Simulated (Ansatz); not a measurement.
Cost and result up the ladder for SiCl2H2 (SiH₂Cl₂) (5 atoms). Charge 0, multiplicity 1. Geometry: PBE-D4/def2-TZVP.

```xyz
5

Si   -0.1393    0.0147   -0.0179
Cl    1.1919   -0.4684   -1.5083
Cl    0.8474    0.2533    1.7699
H    -1.1086   -1.1021    0.1261
H    -0.7913    1.3025   -0.3699
```

Ansatz on 4 threads of Arm Neoverse V2 on a shared host. Times are rough, and most runs start from the orbitals of an earlier one. ωB97M-V/def2-TZVP serves as the yardstick here, not as an exact answer. Differences are given only for rows in sets of like size (and for xTB, whose basis is part of the method), since another set adds its own error. Binding counts from free atoms at the same level (Si triplet, Cl doublet, H doublet; other spins of the atoms weren't run), without zero-point energy or a counterpoise term.

LC-ωPBE has ω = 0.4 bohr⁻¹. B3LYP takes the VWN-RPA correlation. HSE06 is defined as in plane-wave codes, on full-range PBE exchange. Correlated methods freeze 15 core orbitals.

Correlated methods converge slowly with the basis.

```csv
level,functions,wall time,binding energy per atom (eV),difference from ωB97M-V/def2-TZVP (eV)
HF/6-31G,43,0.15 s,1.71,–
PBE-D4/def2-SVP,64,0.35 s,3.03,–
B3LYP-D4/6-31G,43,0.35 s,2.51,–
PBE0-D4/def2-SVP,64,0.45 s,3.01,–
revPBE-D4/def2-TZVP,123,0.55 s,3.01,-0.09
B3LYP-D4/def2-TZVP,123,0.75 s,3.04,-0.06
LC-ωPBE/def2-TZVP,123,0.8 s,3.02,-0.08
HSE06-D4/def2-TZVP,123,0.85 s,3.06,-0.04
PBE-D4/def2-TZVPD,153,0.95 s,3.07,-0.03
PBE0-D4/def2-TZVP,123,1 s,3.05,-0.05
PBE0-D4/def2-TZVPD,153,1.2 s,3.05,-0.05
r2SCAN0-D4/def2-TZVP,123,1.7 s,3.06,-0.04
ωB97M-V/def2-TZVP,123,2.3 s,3.10,0.00
CCSD(T)/def2-TZVPD,153,2.5 s,2.96,-0.14
```
